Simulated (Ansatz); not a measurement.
**Si, diamond: geometry optimisation**

Computed with DFT, PBE, plane waves (420 eV) with PAW, scalar-relativistic in Ansatz.

k-point mesh 6×6×6, Fermi-Dirac smearing 0.05 eV, no spin polarisation. Cell and atoms relax.

Starting structure:

```yaml
crystal:
  lattice:
    - [0.00000, 2.71535, 2.71535]
    - [2.71535, 0.00000, 2.71535]
    - [2.71535, 2.71535, 0.00000]
  atoms:
    - { symbol: Si, position: [0.50000, 0.50000, 0.50000] }
    - { symbol: Si, position: [0.75000, 0.75000, 0.75000] }
```

The pressure at the start is 2.1 GPa. By how much does the volume change?

From 20.02 to 20.47 Å³ per atom, 2.2 %. The final cell has a = 5.471 Å.

How much energy does the relaxation gain?

2.9 meV per atom.
